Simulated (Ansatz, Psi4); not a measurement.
# C2HClF2 (SMILES FC(F)=CCl): methods side by side

C2HClF2: 6 atoms, total charge 0, spin state singlet. As SMILES, `FC(F)=CCl`. Geometry: relaxed at PBE0-D4/def2-TZVP.

```csv
atom,x (Å),y (Å),z (Å)
F,0.9010,-0.8104,1.3420
C,0.2676,-0.5622,0.2204
F,0.1925,-1.6326,-0.5227
C,-0.2184,0.6268,-0.0866
Cl,-1.0390,0.9264,-1.5521
H,-0.1038,1.4520,0.5990
```

Each level gives the energy change with the C2–C4 bond stretched from 1.321 to 1.519 Å (eV). The values are calculated.

```tsv
level	kind	program	value (eV)
HF/6-31G* (spherical functions) (restricted)	Hartree–Fock	Psi4	1.17
PBE/6-31G* (spherical functions) (restricted)	GGA	Ansatz	0.64
M06-L/6-31G* (spherical functions) (restricted)	meta-GGA	Psi4	0.79
M06-2X/6-31G* (spherical functions) (restricted)	hybrid meta-GGA	Psi4	0.89
CAM-B3LYP/6-31G* (spherical functions) (restricted)	range-separated hybrid	Psi4	0.89
HSE06/6-31G* (spherical functions) (restricted)	range-separated hybrid	Psi4	0.84
B2PLYP/6-31G* (density fitting for correlation, spherical functions) (restricted)	double hybrid	Psi4	0.78
RPA@PBE0/6-31G* (spherical functions) (restricted)	RPA	Ansatz	0.77
MP2/6-31G* (spherical functions) (restricted)	perturbation theory	Ansatz	0.77
OMP2/6-31G* (density fitting for correlation, spherical functions) (restricted)	perturbation theory	Psi4	0.72
```

The first shape isn't each level's own minimum. The values span 0.64 to 1.17 eV.
